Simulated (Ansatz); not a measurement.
```yaml
atoms:
  - { symbol: C, position_ang: [0.0000, 1.3953, 0.0000] }
  - { symbol: C, position_ang: [1.2083, 0.6976, 0.0000] }
  - { symbol: C, position_ang: [1.2083, -0.6976, 0.0000] }
  - { symbol: C, position_ang: [0.0000, -1.3953, 0.0000] }
  - { symbol: C, position_ang: [-1.2083, -0.6976, 0.0000] }
  - { symbol: C, position_ang: [-1.2083, 0.6976, 0.0000] }
  - { symbol: H, position_ang: [0.0000, 2.4824, 0.0000] }
  - { symbol: H, position_ang: [2.1498, 1.2412, 0.0000] }
  - { symbol: H, position_ang: [2.1498, -1.2412, 0.0000] }
  - { symbol: H, position_ang: [0.0000, -2.4824, 0.0000] }
  - { symbol: H, position_ang: [-2.1498, -1.2412, 0.0000] }
  - { symbol: H, position_ang: [-2.1498, 1.2412, 0.0000] }
```

Basis set: pcseg-2 (spherical functions). Charge 0, multiplicity 3.

Computed with Ansatz (development build ahead of 0.2.0); each method stands on the lowest determinant of its kind that the runs found.

Problem. Give the atomization energy at this shape (free ground-state atoms in the same class of orbitals less the molecule, no zero-point energy) of triplet C6H6 by r²SCAN (unrestricted), PBE0 (unrestricted).

Solution.

| method | atomization energy |
| --- | --- |
| r²SCAN (unrestricted) | 5366.5 kJ/mol |
| PBE0 (unrestricted) | 5385.2 kJ/mol |

Caution: other spin multiplicities may lie lower.

The shape needn't be a minimum at these levels.
